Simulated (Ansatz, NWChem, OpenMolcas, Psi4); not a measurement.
**Strength of the C–H bond: C2H → H + C2**

Species: C2H `[C]#C`, doublet; H atom, doublet; C2, singlet. 

Shapes, held fixed at every level: PBE0-D4/def2-TZVP. Programs: Ansatz 0.2.0, NWChem 7.3.0, OpenMolcas 26.06, Psi4 1.11. A level may come from different programs for different species; with the same settings they agree closely. Electronic energies: no zero-point or thermal term.

```tsv
level	kind	ΔE (kJ/mol)
HF/STO-3G	Hartree–Fock	+804.8
PBE/STO-3G	GGA	+605.4
B3LYP/STO-3G	global hybrid	+645.8
PBE0/STO-3G	global hybrid	+665.5
B2PLYP/STO-3G	double hybrid	+563.1
FCI/STO-3G	exact in the basis	+468.9
B3LYP/6-31G* (spherical functions)	global hybrid	+583.4
```

B3LYP/6-31G* (spherical functions) gives ΔE = +583.4 kJ/mol; the levels span +468.9 to +804.8. A fragment pairs its electrons up again, so this isn't a typical strength of such a bond. The median of the levels is +605.4. No measured value is set beside it here. Spin contamination: C2H (⟨S²⟩ up to 1.27). Open shells run unrestricted. Rows in sets without polarisation functions are far from converged.
